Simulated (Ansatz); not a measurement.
## PH3, singlet: the ladder up to RCCSDTQ

Geometry: MP2(full)/6-31G*, from the G2/97 set.

```xyz
4

P     0.0000    0.0000    0.0665
H     0.0000    1.2006   -0.6812
H     1.0398   -0.6003   -0.6812
H    -1.0398   -0.6003   -0.6812
```

Basis cc-pV(D+d)Z; Ansatz 0.2.0. Only valence electrons are correlated (noble-gas cores frozen), which leaves 8 electrons in 33 orbitals. R marks a restricted (for open shells ROHF) determinant. Active spaces: valence = (8e, 7o) chosen from the atoms' valence shells.

Full CI isn't at hand for all of this; RCCSDTQ serves as the reference, and is uncertain by about the last step of the cluster series.

```
UHF ⟨S²⟩                          : 0.000
T1 diagnostic (RCCSD)             : 0.0107
largest doubles amplitude (RCCSD) : 0.052
```

```csv
level,E − E(RCCSDTQ) (kJ/mol),share of correlation (%),wall time
RHF,442.4,0.00,–
RMP2,89.0,79.89,–
CISD,33.7,92.37,0.79 s
RCCSD,11.9,97.31,–
RCCSD(T),2.1,99.52,0.58 s
BCCD(T),2.1,99.52,0.7 s
RCCSDT,0.5,99.89,–
CISDTQ,1.1,99.75,2.9 s (H100)
RCCSDT(Q),0.1,99.99,3.3 s
CASSCF (valence space),315.8,28.61,–
NEVPT2 (valence space),81.6,81.56,1.4 s
MRCISD (valence space),17.1,96.13,–
MRCISD+Q (valence space),0.3,99.94,2.4 s
```

The correlation energy at RCCSDTQ, counted from RHF, is -4.585 eV. That run took 3.2 s on 5 threads of AMD EPYC 7R13 with a whole H100 80 GB, shared host.

Times hold each run's SCF and search for its determinant on a shared host, so for small cases they say little of a method's own cost; rows without a card ran on 1 thread of AMD EPYC 7R13.

Natural occupations of CASSCF (valence space) about the gap: 1.994 1.981 1.974 1.974 0.028 0.028 0.021; effectively unpaired electrons, Σ n²(2−n)², 0.01.

Atomization energy (electronic, same basis, no zero-point term; atoms at the same level, unrestricted beside the R rows where the molecule is a closed shell, with restricted open-shell steps beyond CCSDT(Q)) at RCCSDTQ: 926.9 kJ/mol. Errors of other levels:

| level | error (kJ/mol) |
| --- | --- |
| RHF | -219.9 |
| RMP2 | -35.9 |
| CISD | -27.3 |
| RCCSD | -7.7 |
| RCCSD(T) | -1.0 |
| BCCD(T) | -1.0 |
| RCCSDT | -0.2 |
| CISDTQ | -1.0 |
| RCCSDT(Q) | 0.0 |
| CASSCF (valence space) | -93.2 |
| NEVPT2 (valence space) | -30.5 |
| MRCISD (valence space) | -10.6 |
| MRCISD+Q (valence space) | -6.2 |

This basis is far from its limit, so the value isn't to be set against a measured one. Truncated CI isn't size-consistent, which counts against it in atomization.
